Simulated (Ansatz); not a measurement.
**H2Si: rigid scan of one bond length from a Python script**

Aim: a rigid scan of one bond length, for H2Si, run from a script.

Program: the Python package of Ansatz 0.2.0. Level of theory: r2SCAN0/cc-pVDZ. These are calculated values, not measurements.

### 1 The system

Bond lengths: Si1–H2 1.442 Å, Si1–H3 1.442 Å. Angles: H2–Si1–H3 123.6°.

No structure file is read: the coordinates are typed or built in the script.

### 2 The script

File h2si.py:

```python
"""Potential curve of H2Si along one bond."""

import ansatz
from ase import Atoms
import numpy as np

atoms = Atoms(["Si", "H", "H"], positions=[
    (-0.31379, 0.29933, -0.13646),
    (0.85057, 0.79853, 0.55305),
    (-0.53678, -1.09786, -0.41659),
])
h2si = ansatz.Crystal.molecule_from_ase(atoms)

symbols = [site.symbol for site in h2si.cartesian_sites]
start = np.array([site.position_ang for site in h2si.cartesian_sites])
axis = (start[1] - start[0]) / np.linalg.norm(start[1] - start[0])
moving = [1]
lengths, energies = [1.269, 1.327, 1.385, 1.442, 1.5, 1.558, 1.615, 1.702], []
for length in lengths:
    xyz = start.copy()
    xyz[moving] += (length - np.linalg.norm(start[1] - start[0])) * axis
    point = ansatz.Crystal.molecule()
    for symbol, xyz in zip(symbols, xyz):
        point = point.atom(symbol, xyz.tolist())
    setup = point.calculation()
    setup = setup.basis(gaussian="cc-pVDZ").functional("r2scan0")
    data = setup.run().report
    energies.append(data["free_energy_ev"])
    print(f"r = {length:6.3f} A  E = {energies[-1]:.5f} eV  <S^2> = {abs(data['mean_field']['state']['spin_squared']):.3f}")

# quartic fit about the minimum
fit = np.polynomial.Polynomial.fit(lengths, np.array(energies) - min(energies), 4).convert()
roots = [r.real for r in fit.deriv().roots() if abs(r.imag) < 1e-9 and fit.deriv(2)(r.real) > 0]
r_e = min(roots, key=lambda r: abs(r - lengths[int(np.argmin(energies))]))
print(f"minimum of the fit at {r_e:.4f} A, force constant {fit.deriv(2)(r_e):.2f} eV/A^2")
```

### 3 What the engine is handed

The engine receives this input (first run):

```yaml
crystal:
  periodic: [false, false, false]
  atoms:
    - { symbol: Si, position_ang: [-0.31379, 0.29933, -0.13646] }
    - { symbol: H, position_ang: [0.7106340555043591, 0.7385347893330035, 0.47018281709334797] }
    - { symbol: H, position_ang: [-0.53678, -1.09786, -0.41659] }
basis:
  gaussian:
    orbitals: cc-pVDZ
hamiltonian:
  xc: r2scan0
```

### 4 The run

Launch:

```
$ python h2si.py
```

What it wrote:

```text
r =  1.269 A  E = -7905.27846 eV  <S^2> = 0.000
r =  1.327 A  E = -7905.61497 eV  <S^2> = 0.000
r =  1.385 A  E = -7905.83355 eV  <S^2> = 0.000
r =  1.442 A  E = -7905.95759 eV  <S^2> = 0.000
r =  1.500 A  E = -7906.01114 eV  <S^2> = 0.000
r =  1.558 A  E = -7906.00748 eV  <S^2> = 0.000
r =  1.615 A  E = -7905.96086 eV  <S^2> = 0.000
r =  1.702 A  E = -7905.82984 eV  <S^2> = 0.000
minimum of the fit at 1.5241 A, force constant 15.07 eV/A^2
```

Run time: 6 s. Hardware: 1 thread of AMD EPYC 7R43 (Zen 3), shared host; peak memory 0.16 GiB.

### 5 What changed from run to run

The engine's inputs for some of the other runs:

Run 6, against run 1:

```diff
@@ -5 +5 @@
-    - { symbol: H, position_ang: [0.7106340555043591, 0.7385347893330035, 0.47018281709334797] }
+    - { symbol: H, position_ang: [0.9439347269312779, 0.8385585750833882, 0.6083386674794612] }
```

Run 7, against run 1:

```diff
@@ -5 +5 @@
-    - { symbol: H, position_ang: [0.7106340555043591, 0.7385347893330035, 0.47018281709334797] }
+    - { symbol: H, position_ang: [0.9899490462092515, 0.8582864497815609, 0.6355873992165146] }
```

Run 8, against run 1:

```diff
@@ -5 +5 @@
-    - { symbol: H, position_ang: [0.7106340555043591, 0.7385347893330035, 0.47018281709334797] }
+    - { symbol: H, position_ang: [1.0601814282651059, 0.8883974164261403, 0.677177568709912] }
```

Lines on the test bed's own set-up are left out of the output.

### 6 Run by run

From the records of these 8 runs:

| run | distance (Å) | energy from run 5 (eV) | SCF cycles | CPU time (s) |
| --- | --- | --- | --- | --- |
| 1 | 1.27 | 0.7327 | 12 | 0.79 |
| 2 | 1.33 | 0.3962 | 12 | 0.63 |
| 3 | 1.39 | 0.1776 | 12 | 0.62 |
| 4 | 1.44 | 0.0536 | 12 | 0.62 |
| 5 | 1.50 | 0.0000 | 12 | 0.62 |
| 6 | 1.56 | 0.0037 | 12 | 0.59 |
| 7 | 1.61 | 0.0503 | 12 | 0.61 |
| 8 | 1.70 | 0.1813 | 12 | 0.6 |

### 7 Outcome

| quantity | value |
| --- | --- |
| bond length at the fit's minimum | 1.5241 Å |
| runs compared | 8 |
| range of energy | 0.733 eV |
| lowest point, distance (Å) | 1.50 |

**Reading.** The lowest point, at 1.50, lies inside the range. The ends stand 0.733 and 0.181 eV above it. The distance scanned is the script's pair 0, 1. Reading the output:
- The rest of the molecule is held rigid at a force-field or estimated start geometry, and the basis set is modest; single-reference methods fail as a bond breaks.
- The orbitals are restricted, so S² is zero by construction.
